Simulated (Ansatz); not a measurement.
# Al2H4S, SMILES [AlH2][S][AlH2]: a short molecular-dynamics run

Computed with Ansatz's Python interface.

Run as a notebook:

**Cell 1**
```python
import ansatz
from ase import Atoms
import numpy as np
```

**Cell 2**
```python
SETTINGS = {
    "basis": "6-31G",
    "functional": "pbe",
    "n_steps": 30,
    "temperature_k": 200,
}
```

**Cell 3**
```python
atoms = Atoms(["Al", "S", "Al", "H", "H", "H", "H"], positions=[
    [-1.3715, 0.2618, -0.7382],
    [-0.894, -1.005, 1.0218],
    [1.2664, -0.4367, 0.8519],
    [-1.2977, -0.2849, -2.2316],
    [-1.7978, 1.8338, -0.5402],
    [1.8505, 0.8566, 1.6453],
    [2.3055, -1.2936, -0.0549],
])
al2h4s = ansatz.Crystal.molecule_from_ase(atoms)
```

**Cell 4**
```python
job = (
    al2h4s.calculation()
    .basis(gaussian=SETTINGS["basis"])
    .functional(SETTINGS["functional"])
)
symbols = [site.symbol for site in al2h4s.cartesian_sites]
start = np.array([site.position_ang for site in al2h4s.cartesian_sites], dtype=float)
r = job.relax(force_tolerance=0.02).run(threads=1, pin="off").report
end = np.array(r["positions_ang"])
minimum = ansatz.Crystal.molecule()
for symbol, place in zip(symbols, end):
    minimum = minimum.atom(symbol, place.tolist())

# dynamics from the relaxed geometry
job = (
    minimum.calculation()
    .basis(gaussian=SETTINGS["basis"])
    .functional(SETTINGS["functional"])
    .md("nve", timestep=0.5, steps=SETTINGS["n_steps"], temperature=SETTINGS["temperature_k"], initial_velocities="maxwell_boltzmann", seed=70)
)
frames = []
res = job.session().plan().execute(on_event=lambda e: frames.append(e["data"]) if e["event"] == "md_step" else None)
print("t (fs)   E_pot (eV)      E_kin (eV)   T (K)   d(0-1) (A)")
for f in frames[::2]:
    xyz = np.array(f["positions_ang"])
    print(f"{f['time_fs']:6.2f} {f['lagrangian_ev']:14.5f} {f['e_kin_ev']:10.5f} {f['temperature_k']:8.1f} {np.linalg.norm(xyz[0] - xyz[1]):9.4f}")
kept = np.array([f["conserved_ev"] for f in frames])
print(f"conserved energy moves by at most {1000 * np.ptp(kept):.3f} meV")
symbols = [site.symbol for site in al2h4s.cartesian_sites]
with open("last_frame.xyz", "w") as handle:
    handle.write(f"{len(symbols)}\nt = {frames[-1]['time_fs']} fs\n")
    handle.writelines("{:2s} {:10.5f} {:10.5f} {:10.5f}\n".format(s, *xyz) for s, xyz in zip(symbols, frames[-1]["positions_ang"]))
```
Output:
```text
t (fs)   E_pot (eV)      E_kin (eV)   T (K)   d(0-1) (A)
  0.00   -24080.40177    0.12926    200.0    2.2716
  1.00   -24080.39880    0.12632    195.4    2.2681
  2.00   -24080.39106    0.11862    183.5    2.2647
  3.00   -24080.38125    0.10886    168.4    2.2613
  4.00   -24080.37227    0.09990    154.6    2.2581
  5.00   -24080.36589    0.09353    144.7    2.2551
  6.00   -24080.36212    0.08973    138.8    2.2524
  7.00   -24080.35939    0.08696    134.6    2.2499
  8.00   -24080.35553    0.08308    128.5    2.2476
  9.00   -24080.34896    0.07650    118.4    2.2457
 10.00   -24080.33943    0.06699    103.7    2.2439
 11.00   -24080.32831    0.05591     86.5    2.2424
 12.00   -24080.31811    0.04575     70.8    2.2411
 13.00   -24080.31156    0.03923     60.7    2.2400
 14.00   -24080.31042    0.03810     58.9    2.2390
 15.00   -24080.31465    0.04230     65.4    2.2383
conserved energy moves by at most 0.185 meV
```

File `last_frame.xyz` afterwards:
```text
7
t = 15.0 fs
Al   -1.52420    0.41780   -0.85250
S    -0.45163    0.72274    1.08822
Al    1.51265   -0.37551    0.93510
H    -0.82635   -0.47674   -1.98684
H    -2.93325    1.07092   -1.13652
H     2.58303    0.12987    2.05599
H     1.68860   -1.27002   -0.42357
```

Total energies depend on the basis set; only differences at equal settings carry meaning. The trajectory is only some femtoseconds long, so its temperature is not equilibrated; where the script doesn't relax first, it starts from a rough generated geometry. The temperature counts the internal degrees of freedom alone. Finished in 78 s on 1 thread of Arm Neoverse V2 (shared host), peak memory 0.18 GiB.
